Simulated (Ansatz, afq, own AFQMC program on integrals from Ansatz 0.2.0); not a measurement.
## SiH2O, singlet: AFQMC among the cluster methods

```xyz
4

Si    0.0000    0.0000    0.4897
O     0.0000    0.0000   -1.0261
H     0.0000    1.2309    1.3214
H     0.0000   -1.2309    1.3214
```

Connectivity, by distances: SiH2–O.

Basis cc-pVDZ. Only valence electrons are correlated. Integrals, coupled cluster, full CI and functionals: Ansatz 0.2.0; the random walks run on the same integrals in our own AFQMC program. The CISD trial takes its coefficients from CCSD amplitudes. Released means that phaseless walkers are propagated on without the constraint, phases kept. Uncertainties: one standard error, sampling alone.

Determinant: RHF, the one that the program's search chose, which needn't be the lowest solution. The geometry is a point of a scan.

No full CI on the walks' own integrals is used here; CCSDT(Q) serves as the reference and is uncertain by about the last step of the cluster series.

Cautions: higher spins were not checked; raised T1 diagnostic (T1 0.025, weight of the determinant 0.88, largest double 0.09).

The T1 diagnostic is 0.0252, the weight of the determinant in the CISD state is 0.878 and the size of the correlated space is 12 electrons in 36 orbitals.

```json
{"level": "MP2", "correlation energy (eV)": "-7.8991"}
{"level": "CCSD", "correlation energy (eV)": "-8.2859"}
{"level": "CCSD(T)", "correlation energy (eV)": "-8.5507"}
```

**Question.** Estimate where AFQMC with the constraint released lies against CCSD(T) on the same integrals.

**Answer.** 4.0 ± 2.3 kJ/mol below CCSD(T). The gap is under twice the noise, so this walk alone can't tell the two apart.

Reference: CCSDT(Q), correlation energy -8.607 eV. The released energy is read at 1.62 1/Eh, later times being too noisy (meV from the phaseless value at times in 1/Eh: -20 ± 18 at 0.24, -52 ± 24 at 0.51, -15 ± 23 at 0.99, -10 ± 24 at 1.62, -70 ± 30 at 2.40).

| level | E − E(reference) (kJ/mol) | share of correlation (%) |
| --- | --- | --- |
| CCSD(T) | 5.5 | 99.34 |
| CCSDT | 3.4 | 99.59 |
| ph-AFQMC/HF | 0.4 ± 7.9 | 99.95 |
| ph-AFQMC/CISD | 2.4 ± 1.3 | 99.71 |
| released AFQMC | 1.4 ± 2.3 | 99.83 |

A walk keeps the symmetry of its determinant, which the program's search chose and which needn't be the lowest solution, so a lower state of the same spin and another symmetry isn't excluded. Released energies are given only where the last usable release times agree within the noise; a slower fall can still hide under it.
